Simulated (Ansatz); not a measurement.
Results of PBE0-D3(BJ) in Ansatz (plane waves, PAW) for zinc-blende HgS (metastable phase).

Numerical settings: plane-wave cutoff 460 eV, 8×8×8 k mesh, Fermi–Dirac smearing 0.01 eV, scalar-relativistic PAW data made under PBE.

On both sides of the equilibrium volume: at 24.289 Å³/atom the pressure is 1.98 GPa and the direct gap at Γ 1.037 eV; at 25.489 Å³/atom they are -1.31 GPa and 0.953 eV. The fitted bulk modulus is 67.0 GPa.

Task: Work out the volume deformation potential of this gap and its pressure coefficient, in two ways.

Result: a_V = dE_g/d ln V = (0.953 − 1.037)/ln(25.489/24.289) = -1.74 eV. Since dP = −B d ln V, dE_g/dP = −a_V/B = 26 meV/GPa. Straight from the pressures: (1.037 − 0.953)/(1.98 − (-1.31)) = 26 meV/GPa. At this level and over this range the gap at Γ widens under pressure.

Spin–orbit coupling is not included.

Ansatz is a quantum-chemistry and plane-wave program.
